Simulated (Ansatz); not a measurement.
**Si–CH2, triplet: the ladder up to RCCSDTQ**

Geometry: that of the Si–CH2, singlet, kept fixed. The singlet lies 2.0 eV lower here.

```yaml
atoms:
  - { symbol: Si, position_ang: [0.0000, 0.0000, 0.5957] }
  - { symbol: C, position_ang: [0.0000, 0.0000, -1.1063] }
  - { symbol: H, position_ang: [0.0000, -0.9093, -1.7078] }
  - { symbol: H, position_ang: [0.0000, 0.9093, -1.7078] }
```

Basis cc-pVDZ; Ansatz 0.2.0. Only valence electrons are correlated (noble-gas cores frozen), which leaves 10 electrons in 36 orbitals. R marks a restricted (for open shells ROHF) determinant, U an unrestricted one. Active spaces: valence = (10e, 10o) chosen from the atoms' valence shells.

Full CI isn't at hand for all of this; RCCSDTQ serves as the reference, and is uncertain by about the last step of the cluster series. The frozen core follows each run's orbitals, which can shift R against U totals by a few meV.

For open shells CISD is restricted-active-space CI with the open shells as a complete middle space.

* UHF ⟨S²⟩: 2.028
* T1 diagnostic (RCCSD): 0.0186
* largest doubles amplitude (RCCSD): 0.065
* T1 diagnostic (UCCSD): 0.0159

```csv
level,E − E(RCCSDTQ) (meV),share of correlation (%),wall time
RHF,6073,0.00,–
UHF,5895,2.94,–
RMP2,1109,81.74,–
UMP2,1136,81.29,–
CISD,601,90.11,2.9 s
RCCSD,187,96.92,–
UCCSD,182,97.00,–
RCCSD(T),35,99.43,3.6 s
UCCSD(T),34,99.44,5.5 s
BCCD(T),34,99.44,3.8 s
RCCSDT,9,99.85,–
UCCSDT,9,99.86,–
RCCSDT(Q),1,99.99,15 s
UCCSDT(Q),0,100.00,14 s
CASSCF (valence space),3951,34.94,–
NEVPT2 (valence space),990,83.70,6.5 s
MRCISD (valence space),272,95.53,–
MRCISD+Q (valence space),20,99.67,11 s (H100)
MRCISD+Q(relaxed) (valence space),-16,100.26,12 s (H100)
```

The correlation energy at RCCSDTQ, counted from RHF, is -6.073 eV. That run took 38 s on 2 threads of AMD EPYC 7R13 with a shared H100 80 GB, shared host.

Times hold each run's SCF and search for its determinant on a shared host, so for small cases they say little of a method's own cost; rows without a card ran on 1 thread of AMD EPYC 7R13.

Natural occupations of CASSCF (valence space) about the gap: 1.979 1.977 1.944 1.000 1.000 0.051 0.022 0.021 0.020; effectively unpaired electrons, Σ n²(2−n)², 2.03.
